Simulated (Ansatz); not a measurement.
A made-up structure of HS$_{2}$O, doublet:

O1  (1.536, -0.546, 0.692)
S2  (-0.353, -0.763, 0.547)
S3  (-0.960, 0.381, -0.464)
H4  (0.075, 1.149, -0.900)
(Å)

It is relaxed with PBE-D4/def2-SVP and then PBE0-D4/def2-TZVP (Ansatz 0.2.0). Atoms count as bonded within 1.22 times the sum of their covalent radii (H–H: 0.88 Å). The end point is not checked to be a true minimum.

Problem. Does its bonding change? (A judgement: the text doesn't fix the answer.)

Solution. Computed: No: no bond forms or breaks.

Where it ends: The first stage lowers the energy by 4.95 eV in 16 steps. It ends as HS₂O ([O][S][SH]):
```tsv
atom	x (Å)	y (Å)	z (Å)
O1	1.3052	-0.5776	1.0211
S2	0.0394	-0.9730	0.3686
S3	-0.9898	0.7087	-0.3054
H4	-0.0570	1.0627	-1.2097
```

Labels in which every atom is bracketed show which atoms are joined, not bond orders.

For scale, one of the runs: PBE0-D4/def2-TZVP relaxation, 111 basis functions, launched by `ansatz run in.yaml --threads 2 --pin off --events-out ev --progress --plain --max-ram 4352MiB`. The run took about 21 s on 2 CPU threads of an Arm Neoverse V2 (shared host).
